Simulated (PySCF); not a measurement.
**SF⁺: from constants to spectrum**

UHF-CCSD(T) constants of SF⁺, ³Σ⁻ (triplet), unpaired electrons π ↑↑ (PySCF, spin-free X2C with a Gaussian nucleus, basis sets S jorge-DZP-DKH, F jorge-DZP-DKH; masses 31.9721 and 18.9984 u):

```
ωe              : 929.5 cm⁻¹
ωexe            : 5.37 cm⁻¹
Be              : 0.57612 cm⁻¹
αe              : 0.00447 cm⁻¹
D (centrifugal) : 8.85e-07 cm⁻¹
De to S⁺ + F    : 2.56 eV
```

Q: Give the vibrational terms G(v) and spacings up to v = 6.

A: G(v) = ωe(v+½) − ωexe(v+½)².

```json
{"v": "0", "G(v) (cm⁻¹)": "463.4", "G(v) − G(v−1)": "", "Bv (cm⁻¹)": "0.5739"}
{"v": "1", "G(v) (cm⁻¹)": "1382.2", "G(v) − G(v−1)": "918.8", "Bv (cm⁻¹)": "0.5694"}
{"v": "2", "G(v) (cm⁻¹)": "2290.2", "G(v) − G(v−1)": "908.0", "Bv (cm⁻¹)": "0.5649"}
{"v": "3", "G(v) (cm⁻¹)": "3187.5", "G(v) − G(v−1)": "897.3", "Bv (cm⁻¹)": "0.5605"}
{"v": "4", "G(v) (cm⁻¹)": "4074.0", "G(v) − G(v−1)": "886.5", "Bv (cm⁻¹)": "0.5560"}
{"v": "5", "G(v) (cm⁻¹)": "4949.8", "G(v) − G(v−1)": "875.8", "Bv (cm⁻¹)": "0.5515"}
{"v": "6", "G(v) (cm⁻¹)": "5814.9", "G(v) − G(v−1)": "865.1", "Bv (cm⁻¹)": "0.5471"}
```

Q: How well does the Morse estimate ωe²/(4ωexe) reproduce De, and what is D0?

A: It gives 4.99 eV, 195 % of the computed De. D0 = De − G(0) = 2.56 − 0.06 = 2.50 eV.

Correlated steps freeze 6 core orbitals. Correlated levels converge slowly with the basis: in double zeta they bind strong bonds too weakly, by up to about 1 eV, and carry superposition errors of some tenths. For an ion De counts to the pair picked by the measured ionisation energies or electron affinities, which need not be the lowest pair at this level. The state was picked by a PBE0 search and need not be the measured ground state.
